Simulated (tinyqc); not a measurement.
Worked calculation: Hueckel theory of the pi electrons with the omega technique, for the molecule [CH2]C([CH2])=C (SMILES; centres numbered as the heavy atoms are written). Computed by tinyqc, a small Python program that keeps every step. Settings: charge = 0, omega = 0.6, damping = 0. Command: `OMP_NUM_THREADS=1 python tinyqc.py 30753 30754 out.jsonl` (the two numbers bound the seeds that draw the settings). One thread of a shared host (Intel(R) Xeon(R) Processor @ 2.60GHz), about 0.01 s of CPU time with the checks.

## The Hueckel matrix

Centres:
```
centre  z_r, pi electrons of the neutral centre         h
1C                                            1  0.000000
2C                                            1  0.000000
3C                                            1  0.000000
4C                                            1  0.000000
```

Bonds:
```
i  j  k
1  2  1
2  3  1
2  4  1
```

H_rr = alpha + h_r beta, H_rs = k_rs beta for bonded centres.

Hueckel matrix in units of beta (H = alpha + beta A), order 1C, 2C, 3C, 4C:
```
[[0.000000, 1.000000, 0.000000, 0.000000],
 [1.000000, 0.000000, 1.000000, 1.000000],
 [0.000000, 1.000000, 0.000000, 0.000000],
 [0.000000, 1.000000, 0.000000, 0.000000]]
```

## Orbitals, round 1

pi electrons, sum of z_r less the charge = 4

Diagonalise; E = alpha + x beta with beta < 0, so the largest x are filled first; degenerate levels share their electrons. P = sum n_i c_ri c_si; each orbital has its largest coefficient positive (the first on a tie).

x values: [1.732051, 0.000000, 0.000000, -1.732051]

occupations: [2.000000, 1.000000, 1.000000, 0.000000]

coefficients, order 1C, 2C, 3C, 4C:
```
[[0.408248, 0.000000, 0.816497, -0.408248],
 [0.707107, 0.000000, 0.000000, 0.707107],
 [0.408248, 0.707107, -0.408248, -0.408248],
 [0.408248, -0.707107, -0.408248, -0.408248]]
```

charge and bond-order matrix P, order 1C, 2C, 3C, 4C:
```
[[1.000000, 0.577350, 0.000000, 0.000000],
 [0.577350, 1.000000, 0.577350, 0.577350],
 [0.000000, 0.577350, 1.000000, 0.000000],
 [0.000000, 0.577350, 0.000000, 1.000000]]
```

Within a degenerate level the vectors are fixed only up to a rotation; this is one choice.

## Omega technique, round 1

h_r = h_r(0) + omega q_r, omega = 0.6, with q_r = z_r - P_rr.

matrix after round 1, order 1C, 2C, 3C, 4C:
```
[[0.000000, 1.000000, 0.000000, 0.000000],
 [1.000000, 0.000000, 1.000000, 1.000000],
 [0.000000, 1.000000, 0.000000, 0.000000],
 [0.000000, 1.000000, 0.000000, 0.000000]]
```

## Convergence

Each round sets h_r = h_r(0) + omega (z_r - P_rr), keeping the share named as damping of the old diagonal; repeat until output and input diagonals agree to 1e-6.

Rounds:
```
round   sum n x  largest |h(out) - h(in)|
1      3.464102                  3.33e-16
```

Converged in 1 rounds.

## Energy, charges, bond orders

E = sum n x; q_r = z_r - P_rr; bond order p = P_rs; free valence = sqrt(3) - sum of p over the bonds of the atom.

pi energy = 4 alpha + this times beta = 3.464102

pi charges: [0.000000, 0.000000, 0.000000, 0.000000]

Bond orders and lengths from R = 1.517 - 0.180 p (angstrom, C-C alone):
```
bond         p         R
1-2   0.577350  1.413077
2-3   0.577350  1.413077
2-4   0.577350  1.413077
```

free valence of the carbons: [1.154701, 0.000000, 1.154701, 1.154701]

gap between the highest filled and the next level = 1.732051 |beta|
